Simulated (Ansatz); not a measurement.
**[GeH3···H···NH], triplet along the distance Ge1-H5**

Starting geometry:

```xyz
7

Ge   -0.4903    0.0110    0.0000
H    -1.0018    1.4576    0.0000
H    -1.0018   -0.7123    1.2528
H    -1.0018   -0.7123   -1.2528
H     1.0440    0.0110    0.0000
N     2.4857    0.0110    0.0000
H     2.7548   -0.9932    0.0000
```

From there atom H5 is moved from one fragment to the other while all else, the fragments' distance too, stays fixed; atoms are numbered as listed. Energies are in kJ/mol, counted from the starting geometry at the same level.

Basis cc-pVDZ; Ansatz 0.2.0. Correlated methods freeze the noble-gas cores and the filled d shells of p-block atoms. Prefix R: restricted or restricted open-shell reference; prefix U: unrestricted. No spin–orbit coupling is included, and no scalar relativity.

For open shells CISD is restricted-active-space CI with the open shells as a complete middle space.

Full CI isn't at hand for all of this; UCCSDT(Q) serves as the reference, and is uncertain by the last step of the cluster series or more. The frozen core follows each run's orbitals, which can shift R against U totals by a few meV for light atoms and by up to 0.1 eV past Ca.

```csv
distance Ge1-H5 (Å),UCCSDT(Q),error CISD,error RCCSD,error RCCSD(T),error UCCSD(T),error BCCD(T),error UCCSDT
1.534,0.0,0.0,0.0,0.0,0.0,0.0,0.0
1.592,-2.4,3.5,1.1,0.2,0.2,0.2,0.1
1.706,-9.8,7.0,2.8,0.4,0.4,0.5,0.3
1.821,-25.3,4.9,2.1,0.3,0.2,0.4,0.3
1.936,-34.7,0.1,0.5,0.1,-0.1,0.2,0.1
```

Errors are those of relative energies. In total energy the starting point itself misses UCCSDT(Q) by: CISD 86.6, RCCSD 18.8, RCCSD(T) 3.8, UCCSD(T) 3.6, BCCD(T) 3.7, UCCSDT 0.8 kJ/mol.

Spread of the error over the points with a reference, to 1.936 Å (largest less smallest): UCCSDT 0.3, RCCSD(T) 0.4, BCCD(T) 0.5, UCCSD(T) 0.5, RCCSD 2.8, CISD 7.0 kJ/mol.
